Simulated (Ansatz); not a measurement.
GeSe⁺, doublet: the ladder up to UCCSDT(Q)

Geometry: that of the GeSe, singlet, kept fixed.

```xyz
2

Ge    0.0000    0.0000    0.0000
Se    0.0000    0.0000    2.1404
```

Basis cc-pVDZ; Ansatz 0.2.0. Only valence electrons are correlated (noble-gas cores and the filled d shells of p-block atoms frozen), which leaves 9 electrons in 26 orbitals. Prefix R: restricted or restricted open-shell reference; prefix U: unrestricted. Active spaces: valence = (9e, 8o) chosen from the atoms' valence shells. No spin–orbit coupling is included, and no scalar relativity.

Full CI isn't at hand for all of this; UCCSDT(Q) serves as the reference, and is uncertain by about the last step of the cluster series. The frozen core follows each run's orbitals, which can shift R against U totals by a few meV for light atoms and by up to 0.1 eV past Ca.

The UHF ⟨S²⟩ is 0.761. The T1 diagnostic (RCCSD) is 0.0257. The largest doubles amplitude (RCCSD) is 0.077 and the T1 diagnostic (UCCSD) is 0.0230.

**Question.** From what is known of these methods and the diagnostics, rank them by the size of their error in total energy against UCCSDT(Q) in cc-pVDZ, smallest first (an estimate: the text doesn't fix the numbers).
A. UHF
B. UCCSD
C. UMP2
D. UCCSD(T)
E. UCCSDT

**Answer.** E (1.2 kJ/mol), D (4.2 kJ/mol), B (20.2 kJ/mol), C (91.9 kJ/mol), A (462.2 kJ/mol).

All errors are against UCCSDT(Q) in cc-pVDZ. Within each family the higher level lies nearer, as is usual though not guaranteed.

Natural occupations of CASSCF (valence space) about the gap: 1.995 1.977 1.956 1.941 0.997 0.053 0.052 0.029; effectively unpaired electrons, Σ n²(2−n)², 1.05.
